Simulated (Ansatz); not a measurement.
C5H7N can be A, `Cc1cc[nH]c1`, or B, `C=CC=CC=N`.

Gas-phase electronic energies from Ansatz, PBE0-D4/def2-TZVP geometries. CCSD(T)/CBS adds triple-zeta CCSD(T) − MP2 to the extrapolated MP2 energy (def2 sets, frozen cores). DFT in def2-TZVPP. B3LYP here is the variant with VWN-RPA as its local correlation; programs differ in this. Each species was taken in one conformer, which may not be the lowest.

(1) Which is lower in electronic energy at CCSD(T)/CBS, and by how much? (An estimate is asked.)

(2) Give E(B) − E(A) in kJ/mol with CCSD(T)/def2-TZVPP, B3LYP-D4, r2SCAN-D4, CCSD/def2-TZVPP, MP2/def2-TZVPP, B2PLYP, HF/def2-TZVPP. (An estimate is asked.)

Largest T1 diagnostic: 0.012.

Answers

(1) Ansatz gave: A, by 119.5 kJ/mol.

(2) Computed: CCSD(T)/def2-TZVPP 115.3, B3LYP-D4 110.6, r2SCAN-D4 128.0, CCSD/def2-TZVPP 114.7, MP2/def2-TZVPP 148.7, B2PLYP 115.9, HF/def2-TZVPP 90.2. None reverses the order clearly.

In def2-TZVPP, CCSD(T) changes the Hartree–Fock value by +25.2 kJ/mol (the triples alone add +0.6 kJ/mol) and MP2 by +58.5 kJ/mol. The D4 term adds +6.5 kJ/mol with B3LYP and +3.2 kJ/mol with PBE0; it sums over pairs of atoms, weighted by their polarisabilities, and B3LYP, whose exchange is more repulsive, gets the larger term.
